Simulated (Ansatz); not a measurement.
Basis-set extrapolation for C3H5O (`[CH2]C(C)=O`) radical (PBE0-D4/def2-TZVP geometry, frozen core, Ansatz). Multiplicity 2, UHF reference.

```json
{"": "HF", "def2-TZVPP": "-191.420493", "def2-QZVPP": "-191.429269"}
{"": "MP2 correlation", "def2-TZVPP": "-0.684796", "def2-QZVPP": "-0.734014"}
{"": "CCSD(T) correlation", "def2-TZVPP": "-0.756934", "def2-QZVPP": "not run"}
```

Energies in hartree. Use E(X) = E(∞) + A·exp(−7.88·√X) for Hartree–Fock and E(X) = E(∞) + B·X^(−2.97) for correlation, with X = 3 and 4, and add CCSD(T) minus MP2 of the smaller set to the MP2 limit.

Problem. What is the CCSD(T) energy at the basis-set limit?

Solution. HF limit: -191.429269 + (-0.008776) × 0.13774 = -191.43048. MP2 limit: -0.734014 + (-0.049218) × 0.74074 = -0.77047. Higher-order term: -0.756934 − (-0.684796) = -0.07214. Total: -192.27309 hartree, 60.0 kcal/mol below CCSD(T)/def2-TZVPP.

The UHF reference is spin-contaminated (⟨S²⟩ = 0.90, T1 = 0.026).
